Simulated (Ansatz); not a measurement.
Saddle point of C₂H₃S, doublet (C₂H₂ (C#C) + HS → C₂H₃S ([CH][CH][SH]); bonds formed: C1–S3), PBE0-D4/def2-TZVP structure:

```csv
atom,x (Å),y (Å),z (Å)
C1,-0.8406,0.0152,0.1047
C2,-0.4503,1.0821,-0.3240
S3,1.0923,-1.3972,-0.3535
H4,-1.4490,-0.7417,0.5458
H5,0.0184,1.9418,-0.7448
H6,1.6293,-0.9002,0.7719
```

Energies are electronic, without zero-point energy. Barriers and step energies count from the start structure reached by relaxing down the imaginary mode; all methods use the PBE0-D4 structures, on which another method's saddle can fall below an end. Ansatz 0.2.0; basis: def2-TZVPP, with def2-QZVPP for the basis limit; cores frozen in the correlated methods; orbitals are unrestricted. B3LYP uses VWN-RPA correlation. Extrapolation: Hartree–Fock as exp(−7.88 √X), correlation as X^−2.97.

```tsv
method	barrier (kJ/mol)	step energy (kJ/mol)
SPW92	-11.7	-82.3
PBE-D4	-2.4	-65.7
BLYP-D4	?	-39.0
r2SCAN-D4	?	-70.6
B97M-V	8.4	-60.3
PBE0-D4	?	-71.6
B3LYP-D4	8.0	-45.9
r2SCAN0-D4	5.6	-73.5
BHLYP-D4	15.4	-50.4
CAM-B3LYP-D4	12.4	-48.3
wB97X-V	12.4	-55.6
wB97M-V	12.6	-47.4
B2PLYP	13.1	-39.5
PBE-QIDH	13.4	-60.2
RPA on PBE	13.0	-40.4
HF	27.7	-51.7
MP2	45.9	-10.6
CCSD	18.7	-40.3
CCSD(T)	15.4	-40.5
```

(1) Fill in the withheld barriers. (Judge from chemistry; the value comes from the calculation.)

The T1 diagnostic stays at or below 0.036. ⟨S²⟩ of the unrestricted Hartree–Fock references: 0.76 to 0.96 (a pure state has 0.75). The unrestricted reference is spin-contaminated, which hurts MP2 most.

Answers

(1) The calculation gives: r2SCAN-D4 1.2; BLYP-D4 3.6; PBE0-D4 3.7 kJ/mol. Each is the energy of the saddle less that of the start structure, by the same method.

For comparison, the barrier by CCSD(T) at an estimated basis limit (MP2 extrapolated from triple and quadruple zeta, plus CCSD(T) − MP2 in triple zeta) is 15.5 kJ/mol.

Labels in which every atom is bracketed show which atoms are joined, not bond orders.

For scale, one of the runs: CCSD(T)/def2-TZVPP, 146 basis functions, launched by `ansatz run in.yaml --threads 2 --pin off --events-out ev --progress --plain --max-ram 4352MiB`. Hardware: 2 CPU threads of an Intel Xeon 6975P-C, shared host. Wall time 24 s; peak host memory 2.2 GiB.
